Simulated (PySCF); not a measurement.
Assigning NMR signals

Structure with atom numbers: `[F:1][CH2:2][CH:3]=[C:4]([F:5])[F:6]`. Hydrogens are named by the atom that carries them.

[PySCF: J: B3LYP/pcJ-1; shieldings: GIAO PBE0/pcSseg-1; geometry: GFN2-xTB; non-relativistic; one computed conformer; gas phase; fast rotation and ring inversion assumed for equivalent nuclei]

Shifts are taken against calculated references (same method and geometry level): TMS for $^{13}$C (σref 186.93), $^{1}$H (σref 31.72).

Task: Assign these signals to the numbered atoms. $^{13}$C{$^{1}$H} NMR (computed): δ 169.2 (ddd, J = 376.0, 372.0, 12.6 Hz), 84.3 (ddd, J = 24.7, 21.8, 17.7 Hz), 79.3 (dd, J = 225.6, 5.7 Hz).

Result: 
169.2 → C4, fully substituted alkene carbon
84.3 → C3, alkene CH
79.3 → C2, allylic sp3 CH2 bonded to F: deshielded by the electronegative neighbour

Task: Assign these signals to the numbered atoms. $^{1}$H NMR (400 MHz, computed): δ 5.42 (ddt, J = 52.3, 7.2, 3.4 Hz, 2H), 4.82 (ddt, J = 20.9, 11.8, 7.2 Hz, 1H).

Result: 
5.42 → H(C2), hydrogen on an allylic sp3 CH2 bonded to F: its carbon carries F, an electronegative neighbour
4.82 → H(C3), hydrogen on an alkene CH: a vinylic proton, deshielded by the sp2 carbon and the C=C anisotropy

Common functionals overestimate the size of one-bond C–F couplings by tens of Hz; these are unscaled. Multiplet labels drop couplings under 1 Hz and merge nearly equal ones. Unscaled 3J(H,H) at this level run about 10 % above measured values. Shifts are as computed. Against solution values, carbons near 30 ppm lie about +3 ppm off and those near 130 ppm about +5 ppm. Of 1211 compounds with measured shifts, 218 miss one by over three times the rms of a fit or turn the order of signals round; such compounds aren't used in these exercises. Couplings across =CH–CH2 type bonds come from one rotamer and its mirror image, and can be 1–2 Hz further off. 3J across rotatable bonds or in flexible rings reflects this conformer alone.
